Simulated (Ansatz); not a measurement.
# Al2H2 (singlet): correlated methods under varied settings at twist about Al1–Al2 = 57.1°

Aim: run Al2H2 (singlet) at one geometry under a spread of methods and options, and see what each costs and gives.

Program: Ansatz 0.2.0, Gaussian basis. Level of theory: the settings change from run to run. These are calculated values, not measurements.

17 further runs of the same task are left out: 1 for a mislabelled method, 14 that didn't finish, 2 set aside as unsound or not needed.

## Step 1: The geometry

The geometry derives from a PBE0/def2-TZVP stationary point (not a proven minimum). One half is turned about the bond named; the halves are rigid.

4 atoms, charge 0, spin multiplicity 1.

Atoms are counted from 1 here; the program's logs count them from 0.

Bond lengths: Al1–Al2 2.635 Å, Al1–H3 1.622 Å, Al2–H4 1.622 Å. Angles: Al2–Al1–H3 120.2°, Al1–Al2–H4 120.2°.

Coordinates:

```
Al    0.0212   -0.1650    1.3070
Al    0.0212    0.1421   -1.3097
H     0.0212    1.1324    2.2812
H    -1.1560   -0.5192   -2.2092
```

## Step 2: NEVPT4(SD)(2,5)/6-31G

File in.yaml:

```yaml
crystal:
  periodic: [false, false, false]
  atoms:
    - {symbol: Al, position_ang: [0.021196, -0.164958, 1.307045]}
    - {symbol: Al, position_ang: [0.021196, 0.142050, -1.309733]}
    - {symbol: H, position_ang: [0.021196, 1.132444, 2.281172]}
    - {symbol: H, position_ang: [-1.156012, -0.519213, -2.209226]}
basis:
  gaussian: {orbitals: 6-31G}
correlation: {method: fic_nevpt4_sd, electrons: outside_noble_gas, active_space: {window: {electrons: 2, orbitals: 5}}}
```

On the command line:

```sh
> ansatz run in.yaml --threads 1 --pin off --events-out ev --progress --plain --max-ram 2393MiB
```

Log:

```text
Functional definition: HF
  name "HF"
  cite "Fock, Z. Phys. 61, 126 (1930) doi:10.1007/BF01340294"
  parent pbe
  exchange = exact_x
  correlation = 0
340 factors; integrals over basis functions are off by at most 1.4e-4 eV
mean field evaluation 1: about -13193.1185 eV, gradient 7.3e0 eV
mean field evaluation 2: about -13193.1207 eV, gradient 7.2e0 eV
mean field evaluation 4: about -13193.5836 eV, gradient 5.7e-1 eV
mean field evaluation 8: about -13193.5890 eV, gradient 1.1e-3 eV
mean field -13193.58899188 eV, -484.8554525156 hartree, gradient 6.8e-6 eV, S^2 0.000000; 0 other end points of the search recorded, 0 dependent functions left out; unrestricted orbitals would lower it
reference -13193.58899188 eV, -484.8554525156 hartree; 14, 14 occupied and 16, 16 virtual orbitals, 340 factors
state -13194.38337629 eV, -484.8846456043 hartree
state -13194.38337629 eV, -484.8846456043 hartree; corrected -13196.31640911 eV, -484.9556832502 hartree
Total energy: -13196.31640911 eV, -484.9556832502 hartree
```

Run time: 0.87 s. Hardware: 1 thread of Intel Xeon Platinum 8488C, shared host.

From the report: 13 determinants; active occupations 1.78, 0.21, 0.01, 0.00, 0.00.

## Step 3: BCCD(T) on RHF/6-31G

in.yaml: that of step 2 with these lines changed.

```diff
@@ -9,2 +9,5 @@
   gaussian: {orbitals: 6-31G}
-correlation: {method: fic_nevpt4_sd, electrons: outside_noble_gas, active_space: {window: {electrons: 2, orbitals: 5}}}
+magnetization: {spin_polarized: false}
+correlation: {method: bccd_t, electrons: outside_noble_gas}
+accuracy: high
+scf: {lower_state_search: off}
```

Same command.

Log (excerpt; [...] marks lines left out):

```text
Functional definition: HF
  name "HF"
  cite "Fock, Z. Phys. 61, 126 (1930) doi:10.1007/BF01340294"
  parent pbe
[...]
650 factors; integrals over basis functions are off by at most 3.6e-9 eV
[...]
mean field -13193.58906362 eV, -484.8554551523 hartree, gradient 1.5e-8 eV, S^2 0.000000; 0 other end points of the search recorded, 0 dependent functions left out
10 core orbitals not correlated: weight in the atoms' cores, before any rotation towards them, 1.000 or more for the frozen orbitals, at most 0.000 for the correlated occupied ones
reference -13193.58906362 eV, -484.8554551523 hartree; 4, 4 occupied and 16, 16 virtual orbitals, 650 factors
second order -1.85129152 eV of doubles, -0.00000000 eV of singles
cycle   1  -2.37711201 eV  change   -5.3e-1 eV  update   9.5e-2
[...]
cycle  31  -2.72364364 eV  change   2.0e-11 eV  update  5.7e-10
perturbative correction -0.08286636 eV, -0.0030452824 hartree
Total energy: -13196.39557362 eV, -484.9585924924 hartree
Checks for a lower state left out: stability, starts, cluster_reference, orbital_swaps, neighbouring_geometries, increment
```

It took 0.54 s on 1 thread of Intel Xeon Platinum 8488C, shared host.

From the report: correlation -2.8065 eV; largest double amplitude 0.17.

## Step 4: MP2 on UHF/cc-pVDZ

in.yaml: that of step 3 with these lines changed.

```diff
@@ -8,6 +8,6 @@
 basis:
-  gaussian: {orbitals: 6-31G}
-magnetization: {spin_polarized: false}
-correlation: {method: bccd_t, electrons: outside_noble_gas}
-accuracy: high
+  gaussian: {orbitals: cc-pVDZ}
+magnetization: {spin_polarized: true, initial_magnetization: 0}
+correlation: {method: mp2, electrons: all}
 scf: {lower_state_search: off}
+output: {forces: true}
```

Launched as before.

Log (excerpt; [...] marks lines left out):

```text
Functional definition: HF
  name "HF"
  cite "Fock, Z. Phys. 61, 126 (1930) doi:10.1007/BF01340294"
  parent pbe
[...]
448 factors; integrals over basis functions are off by at most 8.9e-4 eV
[...]
mean field -13195.63286142 eV, -484.9305633362 hartree, gradient 2.1e-6 eV, S^2 0.833847; 2 other end points of the search recorded, 0 dependent functions left out
reference -13195.63286142 eV, -484.9305633362 hartree; 14, 14 occupied and 32, 32 virtual orbitals, 448 factors
second order -2.85282928 eV of doubles, -0.00000000 eV of singles
[...]
Total energy: -13198.48569070 eV, -485.0354028783 hartree
Atom 0 at     0.021196    -0.164958     1.307045 Å, force    -0.065274     0.072694     0.079476 eV/Å
Atom 1 at     0.021196     0.142050    -1.309733 Å, force    -0.103850     0.018697    -0.068754 eV/Å
Atom 2 at     0.021196     1.132444     2.281172 Å, force     0.054757    -0.092543    -0.076175 eV/Å
Atom 3 at    -1.156012    -0.519213    -2.209226 Å, force     0.114367     0.001152     0.065452 eV/Å
Dipole moment:     0.086540    -0.046765    -0.005487 e Å
Checks for a lower state left out: starts, cluster_reference, orbital_swaps, neighbouring_geometries, increment
```

Wall time 0.93 s (1 thread of Intel Xeon Platinum 8488C, shared host).

From the report: ⟨S²⟩ of the determinant 0.834 (pure singlet: 0.00). The determinant is far from a pure spin state, so its energy mixes those of several spin states (harmless only where they are near-degenerate, as at dissociation).

## Step 5: CCSDT(Q) on RHF/6-31G

File in.yaml:

```yaml
crystal:
  periodic: [false, false, false]
  atoms:
    - {symbol: Al, position_ang: [0.021196, -0.164958, 1.307045]}
    - {symbol: Al, position_ang: [0.021196, 0.142050, -1.309733]}
    - {symbol: H, position_ang: [0.021196, 1.132444, 2.281172]}
    - {symbol: H, position_ang: [-1.156012, -0.519213, -2.209226]}
basis:
  gaussian: {orbitals: 6-31G}
magnetization: {spin_polarized: false}
correlation: {method: ccsdt_q, electrons: all}
accuracy: high
scf: {lower_state_search: full}
```

Launched as before.

Log (excerpt; [...] marks lines left out):

```text
Functional definition: HF
  name "HF"
  cite "Fock, Z. Phys. 61, 126 (1930) doi:10.1007/BF01340294"
  parent pbe
[...]
650 factors; integrals over basis functions are off by at most 3.6e-9 eV
[...]
mean field -13193.58906362 eV, -484.8554551523 hartree, gradient 1.5e-8 eV, S^2 0.000000; 1 other end points of the search recorded, 0 dependent functions left out; unrestricted orbitals would lower it
determinant -13193.58906362 eV, -484.8554551523 hartree, with singles and doubles -13196.49410336 eV, -484.9622133933 hartree
determinant -13190.66792713 eV, -484.7481053662 hartree, with singles and doubles -13194.11360605 eV, -484.8747317310 hartree
reference -13193.58906362 eV, -484.8554551523 hartree; 14, 14 occupied and 16, 16 virtual orbitals, 650 factors
second order -2.03705977 eV of doubles, -0.00000000 eV of singles
cycle   1  -2.53176149 eV  change   -4.9e-1 eV  update   9.8e-2
[...]
cycle  29  -3.01594213 eV  change   6.5e-10 eV  update   3.0e-9
perturbative correction -0.00703388 eV, -0.0002584904 hartree
Total energy: -13196.61203963 eV, -484.9665474716 hartree
```

Run time: 12 s. Hardware: 1 thread of Intel Xeon Platinum 8488C, shared host; peak memory 0.4 GiB.

From the report: correlation -3.0230 eV; T1 0.017; largest double amplitude 0.18.

## Step 6: CCSDT(Q)/def2-mTZVP

in.yaml: that of step 5 with these lines changed.

```diff
@@ -8,6 +8,8 @@
 basis:
-  gaussian: {orbitals: 6-31G}
+  gaussian: {orbitals: def2-mTZVP, fitting: {mean_field: def2-universal-jkfit}, point_charges: [{charge: -1.00, position_ang: [2.819, -0.525, 0.497]}]}
 magnetization: {spin_polarized: false}
-correlation: {method: ccsdt_q, electrons: all}
+hamiltonian: {xc: {name: r2SCAN}}
+correlation: {method: ccsdt_q, electrons: outside_noble_gas}
 accuracy: high
-scf: {lower_state_search: full}
+scf: {omitted_lower_state_checks: [cluster_reference]}
+output: {forces: true}
```

Same command.

Log (excerpt; [...] marks lines left out):

```text
Functional definition: r2SCAN
  name "r2SCAN"
  cite "Furness, Kaplan, Ning, Perdew & Sun, J. Phys. Chem. Lett. 11, 8208 (2020) doi:10.1021/acs.jpclett.0c02405"
  cite "Furness, Kaplan, Ning, Perdew & Sun, J. Phys. Chem. Lett. 11, 9248 (2020) doi:10.1021/acs.jpclett.0c03077"
  parent r2scan
[...]
292 factors; integrals over basis functions are off by at most 7.9e-1 eV
[...]
mean field -13223.46495974 eV, -485.9533740839 hartree, gradient 7.6e-8 eV, S^2 0.000000; 0 other end points of the search recorded, 0 dependent functions left out; unrestricted orbitals would lower it
10 core orbitals not correlated: weight in the atoms' cores, before any rotation towards them, 1.000 or more for the frozen orbitals, at most 0.000 for the correlated occupied ones
reference -13195.93870281 eV, -484.9418027998 hartree; 4, 4 occupied and 36, 36 virtual orbitals, 292 factors
second order -2.70155903 eV of doubles, -0.17448936 eV of singles
cycle   1  -3.30117473 eV  change   -4.3e-1 eV  update   9.5e-2
[...]
cycle  35  -3.76618495 eV  change  -5.7e-10 eV  update  2.6e-10
perturbative correction -0.01013869 eV, -0.0003725899 hartree
[...]
Total energy: -13199.71502645 eV, -485.0805801337 hartree
Atom 0 at     0.021196    -0.164958     1.307045 Å, force     0.905047    -0.290724    -0.771200 eV/Å
Atom 1 at     0.021196     0.142050    -1.309733 Å, force     0.301355     0.484934     0.673624 eV/Å
Atom 2 at     0.021196     1.132444     2.281172 Å, force     0.109911     0.198173     0.181775 eV/Å
Atom 3 at    -1.156012    -0.519213    -2.209226 Å, force    -0.215807    -0.454240    -0.302982 eV/Å
Dipole moment:     0.757920    -0.236657     0.181228 e Å
Checks for a lower state left out: cluster_reference
```

Wall time 80 s (1 thread of Intel Xeon Platinum 8488C, shared host); peak memory 1.5 GiB.

From the report: correlation -3.7763 eV; T1 0.014; largest double amplitude 0.27. The orbitals are Kohn-Sham ones, so correlation energy and T1 don't compare with those on Hartree-Fock orbitals.

## Step 7: The runs in one table

Where basis and cores are those of an earlier FCI/6-31G run (-13196.4367 eV), and the state is the same kind, the miss against it is given.

```
                                                          level         correlated  functions  energy (eV)  from FCI (meV)    time
                                          NEVPT4(SD)(2,5)/6-31G  outside noble gas         30  -13196.3164           120.3  0.87 s
                                           BCCD(T) on RHF/6-31G  outside noble gas         30  -13196.3956            41.1  0.54 s
                                             MP2 on UHF/cc-pVDZ                all         46  -13198.4857                  0.93 s
                                          CCSDT(Q) on RHF/6-31G                all         30  -13196.6120                    12 s
CCSDT(Q)/def2-mTZVP (beside a point charge, on r2SCAN orbitals)  outside noble gas         50  -13199.7150                    80 s
```

## Step 8: What came out

```
quantity                                                                  value
    runs                                                                      5
quickest                                           BCCD(T) on RHF/6-31G, 0.54 s
 slowest  CCSDT(Q)/def2-mTZVP (beside a point charge, on r2SCAN orbitals), 80 s
```

Total energies in different bases, with other cores or another treatment of relativity can't be set against each other. CCSDT(Q)/def2-mTZVP (beside a point charge, on r2SCAN orbitals) took 148 times as long as BCCD(T) on RHF/6-31G; the jobs differ in more than the method. Among the correlated runs with a miss given, it spans +41 to +120 meV.
